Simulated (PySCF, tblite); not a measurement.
Species: propargyl alcohol, C₃H₄O.
SMILES with atom numbers: `[CH:1]#[C:2][CH2:3][OH:4]` (hydrogens: H5 on C1; H6, H7 on C3; H8 on O4)

Structure optimised with GFN2-xTB, isolated species.

(1) List the bond lengths, angles and torsions at this level.

## Answers

(1) 
| bond | length (bohr) |
| --- | --- |
| C1≡C2 | 2.260 |
| C2–C3 | 2.745 |
| C3–O4 | 2.675 |
| C1–H5 | 1.982 |
| C3–H6, C3–H7 | 2.084 |
| O4–H8 | 1.819 |

Bonds in one row agree within 0.02 bohr and their mean is given. A selection of angles:
| angle | degrees |
| --- | --- |
| C2–C1–H5 | 179.2 |
| C1–C2–C3 | 178.9 |
| C2–C3–O4 | 109.7 |
| C2–C3–H6 | 108.6 |
| C2–C3–H7 | 108.5 |
| O4–C3–H6 | 110.8 |
| H6–C3–H7 | 108.5 |
| C3–O4–H8 | 108.8 |

Dihedral angles: H8–O4–C3–C2 180° (antiperiplanar).

The 4 heavy atoms lie in one plane (0.001 Å rms). The 2 C–C bonds span 1.196 Å (C1≡C2, drawn triple) to 1.453 Å (C2–C3, drawn single), a spread of 0.257 Å.

Point group: Cs (every atom within 0.08 Å of its image). Its GFN2-xTB frequencies are all real (lowest 189 cm⁻¹). The numbers are those of one conformer (C2–C3–O4–H 180°).

These are computed values.
